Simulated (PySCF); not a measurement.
# Simulated absorption spectrum

Species: C3H6FP.
Z-matrix (Å and degrees, GFN2-xTB geometry), rows numbered from 1:
```
C 
C   1  1.5314
C   2  1.4921  1  110.66
F   3  1.3530  2  112.53  1    75.21
P   3  1.6780  2  130.63  1  -102.55
H   1  1.0873  2  110.29  3   -58.19
H   1  1.0869  2  110.10  3  -178.17
H   1  1.0880  2  110.30  3    61.71
H   2  1.0909  1  110.02  3  -121.23
H   2  1.0935  1  109.14  3   119.40
H   5  1.3974  3   94.25  2    -1.91
```

The calculation used PySCF, TDDFT CAM-B3LYP/def2-SVPD, vertical, gas phase, core orbitals frozen in the response.

Each state is given a Gaussian of 0.4 eV full width at half maximum, with ε(max) = 2.175×10⁸ f / Δν̃ (Δν̃ the width in cm⁻¹). The cross-section is σ = 3.8235×10⁻²¹ ε cm², given in Mb (10⁻¹⁸ cm²). The width is an assumption, not a result. The curve ends short of the highest state used, and states not computed would add to its high-energy end.

```json
{"λ (nm)": "165.3", "σ (Mb)": "17.79"}
{"λ (nm)": "167.7", "σ (Mb)": "13.59"}
{"λ (nm)": "170.1", "σ (Mb)": "10.61"}
{"λ (nm)": "172.5", "σ (Mb)": "7.46"}
{"λ (nm)": "174.9", "σ (Mb)": "4.35"}
{"λ (nm)": "177.3", "σ (Mb)": "2.13"}
{"λ (nm)": "179.6", "σ (Mb)": "0.95"}
{"λ (nm)": "182.0", "σ (Mb)": "0.37"}
{"λ (nm)": "184.4", "σ (Mb)": "0.13"}
{"λ (nm)": "186.8", "σ (Mb)": "0.08"}
{"λ (nm)": "189.2", "σ (Mb)": "0.16"}
{"λ (nm)": "191.6", "σ (Mb)": "0.43"}
{"λ (nm)": "194.0", "σ (Mb)": "0.97"}
{"λ (nm)": "196.4", "σ (Mb)": "1.73"}
{"λ (nm)": "198.8", "σ (Mb)": "2.49"}
{"λ (nm)": "201.2", "σ (Mb)": "2.92"}
{"λ (nm)": "203.6", "σ (Mb)": "2.85"}
{"λ (nm)": "206.0", "σ (Mb)": "2.38"}
{"λ (nm)": "208.4", "σ (Mb)": "1.87"}
{"λ (nm)": "210.8", "σ (Mb)": "1.89"}
{"λ (nm)": "213.2", "σ (Mb)": "3.24"}
{"λ (nm)": "215.5", "σ (Mb)": "6.77"}
{"λ (nm)": "217.9", "σ (Mb)": "13.92"}
{"λ (nm)": "220.3", "σ (Mb)": "25.18"}
{"λ (nm)": "222.7", "σ (Mb)": "39.75"}
{"λ (nm)": "225.1", "σ (Mb)": "55.04"}
{"λ (nm)": "227.5", "σ (Mb)": "67.37"}
{"λ (nm)": "229.9", "σ (Mb)": "73.48"}
{"λ (nm)": "232.3", "σ (Mb)": "71.97"}
{"λ (nm)": "234.7", "σ (Mb)": "63.78"}
{"λ (nm)": "237.1", "σ (Mb)": "51.50"}
{"λ (nm)": "239.5", "σ (Mb)": "38.15"}
{"λ (nm)": "241.9", "σ (Mb)": "26.11"}
{"λ (nm)": "244.3", "σ (Mb)": "16.62"}
{"λ (nm)": "246.7", "σ (Mb)": "9.89"}
{"λ (nm)": "249.1", "σ (Mb)": "5.54"}
{"λ (nm)": "251.4", "σ (Mb)": "3.02"}
{"λ (nm)": "253.8", "σ (Mb)": "1.53"}
{"λ (nm)": "256.2", "σ (Mb)": "0.74"}
{"λ (nm)": "258.6", "σ (Mb)": "0.34"}
{"λ (nm)": "261.0", "σ (Mb)": "0.15"}
{"λ (nm)": "263.4", "σ (Mb)": "0.07"}
{"λ (nm)": "265.8", "σ (Mb)": "0.03"}
{"λ (nm)": "268.2", "σ (Mb)": "0.01"}
```

Task: Locate the maxima and give the states behind the curve.

Result: 231 nm (5.38 eV), ε about 19000, made up of S2 (97%); 202 nm (6.14 eV), ε about 770, made up of S3 (100%) (ε in L mol⁻¹ cm⁻¹; maxima over ε = 5, shares over 10%). At its high-energy end, 7.50 eV, the curve is still rising (ε about 4600, from S5 and S6). The states used: S1 5.22 eV (f 0.015); S2 5.38 eV (f 0.277); S3 6.14 eV (f 0.011); S4 7.07 eV (f 0.0032); S5 7.32 eV (f 0.034); S6 7.67 eV (f 0.083); S7 8.00 eV (f 0.023); S8 8.10 eV (f 0.013).

Task: What would ε be at 5.38 eV, the highest of these maxima, with half the width (0.2 eV)?

Result: About 37700 L mol⁻¹ cm⁻¹ against 19300, a factor of about 1.95; a lone state at its own centre would give exactly 2.

Task: Coming from long wavelengths, where does ε first pass 100 L mol⁻¹ cm⁻¹?

Result: At about 258 nm (4.80 eV), 0.42 eV below S1.

Task: On this curve, what absorbance would a 10⁻⁵ mol/L sample give at 254 nm over a 1 cm path?

Result: 254 nm is 4.881 eV, where ε is about 380 L mol⁻¹ cm⁻¹, so A = ε c l ≈ 0.0038 (Beer–Lambert, with the gas-phase spectrum and the assumed width).

Hardware: an Arm Neoverse N1 with one thread, shared host. Cost: 28 s, 0.68 GiB resident at most.

One conformer stands for the species.
